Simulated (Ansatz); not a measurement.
Compare A (`C/C=C/O`) with its isomer B (`OC1CC1`).

Program: Ansatz. Geometries: PBE0-D4/def2-TZVP. ΔE: electronic, gas phase. CCSD(T)/CBS adds triple-zeta CCSD(T) − MP2 to the extrapolated MP2 energy (def2 sets, frozen cores). Functionals use def2-TZVPP. B3LYP here is the variant with VWN-RPA as its local correlation; programs differ in this. Each species was taken in one conformer, which may not be the lowest.

**Question.** Which is lower in electronic energy at CCSD(T)/CBS, and by how much? (Estimate.)

**Answer.** Ansatz gave: A, by 11.4 kcal/mol.

**Question.** Give E(B) − E(A) in kcal/mol with CCSD(T)/def2-TZVPP, PBE0-D4, B2PLYP, LDA (SPW92), BLYP-D4, ωB97M-V, B3LYP-D4. (Estimate.)

**Answer.** Computed: CCSD(T)/def2-TZVPP 11.2, PBE0-D4 8.9, B2PLYP 12.5, LDA (SPW92) 8.1, BLYP-D4 15.6, ωB97M-V 10.0, B3LYP-D4 13.5. None reverses the order clearly.

**Question.** Does the order hold for the free energy at 298.15 K (harmonic terms from PBE0-D4)? (Best estimate.)

**Answer.** The calculation gave: Yes: G(B) − G(A) = +12.6 kcal/mol, for one conformer each.

Largest T1 diagnostic: 0.011.

In def2-TZVPP, CCSD(T) changes the Hartree–Fock value by −1.7 kcal/mol (the triples alone add +0.5 kcal/mol) and MP2 by −3.6 kcal/mol. From PBE to PBE0 (25 % exact exchange), in def2-TZVPP and without D4, E(B) − E(A) moves by −2.1 kcal/mol.
